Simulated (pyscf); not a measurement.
Single points on ωB97X-D3(BJ)/def2-SVP structures (PySCF, gas phase).

SMILES: [Cl][W]([Cl])([Cl])([Cl])([Cl])[Cl]
```xyz
7

Cl     0.6195     0.3402    -2.5961
W      0.0655     0.7292    -0.4163
Cl    -0.4882     1.1182     1.7635
Cl    -1.2160     2.5049    -1.0592
Cl     1.8711     2.1087    -0.2037
Cl     1.3469    -1.0466     0.2268
Cl    -1.7400    -0.6504    -0.6292
```
Charge 0, spin multiplicity 1.

**Question.** How much does it cost (ΔH, 298 K, ωB97M-D3(BJ)/def2-TZVP) to split Cl–W(Cl)(Cl)(Cl)(Cl)–Cl (SMILES [Cl][W]([Cl])([Cl])([Cl])([Cl])[Cl]) at its Cl–W bond into Cl• + [Cl–W(Cl)(Cl)(Cl)–Cl]•?

**Answer.** Cl–W to Cl• + [Cl–W(Cl)(Cl)(Cl)–Cl]•: 184.1 kJ/mol. The 7 functionals that were run give +166.8 (M06-2X) to +257.4 kJ/mol (PBE). The radicals are drawn with the spin at the cut bond; how far it spreads was not checked. Left out: the spin-orbit lowering of Cl. Open-shell species with a d-block atom are single-reference here; other states, and whether the spin sits on metal or ligand, were not checked. Elements past Kr carry the def2 core potentials, without spin-orbit coupling.
